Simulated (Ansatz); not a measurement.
# Platinum, fcc: convergence with cold smearing

Computed with Ansatz, PBE, scalar-relativistic PAW, on the relaxed cell (a = 3.972 Å; spin not included). Errors count from a run at 420 eV on a Γ-centred 22×22×22 mesh with Fermi-Dirac smearing of 0.1 eV, extrapolated to zero width. Fixed here: cutoff 420 eV, mesh 14×14×14. The SCF starts from atomic densities corrected by a trained network.

```json
{"width (eV)": "0.03", "E(σ→0) error (meV/atom)": "-3.3", "F error (meV/atom)": "-3.4", "P (GPa)": "-0.51", "SCF iterations": "5"}
{"width (eV)": "0.1", "E(σ→0) error (meV/atom)": "-3.7", "F error (meV/atom)": "-3.2", "P (GPa)": "-0.54", "SCF iterations": "5"}
{"width (eV)": "0.2", "E(σ→0) error (meV/atom)": "-2.0", "F error (meV/atom)": "-1.9", "P (GPa)": "-0.51", "SCF iterations": "5"}
{"width (eV)": "0.3", "E(σ→0) error (meV/atom)": "-0.9", "F error (meV/atom)": "-3.1", "P (GPa)": "-0.40", "SCF iterations": "5"}
{"width (eV)": "0.6", "E(σ→0) error (meV/atom)": "-5.7", "F error (meV/atom)": "-8.9", "P (GPa)": "-0.49", "SCF iterations": "5"}
{"width (eV)": "1.0", "E(σ→0) error (meV/atom)": "-19.1", "F error (meV/atom)": "-6.8", "P (GPa)": "-1.43", "SCF iterations": "5"}
```

Question: What does the run at 0.01 give (width)?

Answer: E(σ→0) error (meV/atom): -3.2; F error (meV/atom): -3.2; P (GPa): -0.51; SCF iterations: 5.
